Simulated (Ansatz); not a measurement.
# MgSiH3+ (SMILES [MgH][SiH2+]): single points off equilibrium

An exercise on one series of results from a longer session: the logs are not shown, and one member is left open.

The runs use Ansatz 0.2.0, Gaussian basis; single points in def2-TZVPP.

Correlated methods freeze the cores. The outer core shell of Li, Na, Mg and K is correlated.

## Starting geometry

SMILES `[MgH][SiH2+]`, 5 atoms, charge 1, spin multiplicity 1.

Atoms are counted from 1 here; the program's logs count them from 0.

Bond lengths: Mg1–Si2 2.668 Å, Mg1–H3 1.658 Å, Si2–H4 1.441 Å, Si2–H5 1.556 Å. Angles: Si2–Mg1–H3 176.6°, Mg1–Si2–H4 133.7°, Mg1–Si2–H5 129.5°, H4–Si2–H5 96.7°.

As a file:

```xyz
5

Mg    0.53530   -1.31720    0.84370
Si   -0.38710    0.79130   -0.50690
H     1.17970   -2.56830    1.71980
H    -1.54290    1.01360   -1.33870
H     0.23330    2.20790   -0.67590
```

The first run:

File run/in.yaml:

```yaml
crystal:
  periodic: [false, false, false]
  atoms:
    - {symbol: Mg, position_ang: [0.535300, -1.317200, 0.843700]}
    - {symbol: Si, position_ang: [-0.387100, 0.791300, -0.506900]}
    - {symbol: H, position_ang: [1.179700, -2.568300, 1.719800]}
    - {symbol: H, position_ang: [-1.542900, 1.013600, -1.338700]}
    - {symbol: H, position_ang: [0.233300, 2.207900, -0.675900]}
basis:
  gaussian: {orbitals: def2-TZVPP}
total_charge: 1
correlation: {method: ccsd_t}
output: {forces: true}
```

No record of the launch command was kept for these runs.

Among the steps run: CCSD(T)/def2-TZVPP; PBE0-D4/def2-TZVPP; wB97M-V/def2-TZVPP; r2SCAN-D4/def2-TZVPP; PBE-D4/def2-TZVPP; BHLYP-D4/def2-TZVPP; CAM-B3LYP-D4/def2-TZVPP.

One of the session's tables, all rows but one given; the rest of the session is left out.

| method | RMS force component (eV/Å) | angle to CCSD(T) forces (°) |
| --- | --- | --- |
| CCSD(T) | 0.617 | reference |
| PBE0-D4 | 0.601 | 5.7 |
| wB97M-V | 0.629 | 3.8 |
| r2SCAN-D4 | 0.598 | 4.6 |
| PBE-D4 | 0.570 | 15.3 |
| BHLYP-D4 | 0.665 | 7.3 |
| CAM-B3LYP-D4 | ? | ? |

Estimate the missing values for CAM-B3LYP-D4.

The run gave: RMS force component (eV/Å): 0.623; angle to CCSD(T) forces (°): 2.0. In the column «RMS force component (eV/Å)» it lies between CCSD(T) (0.617) and wB97M-V (0.629).
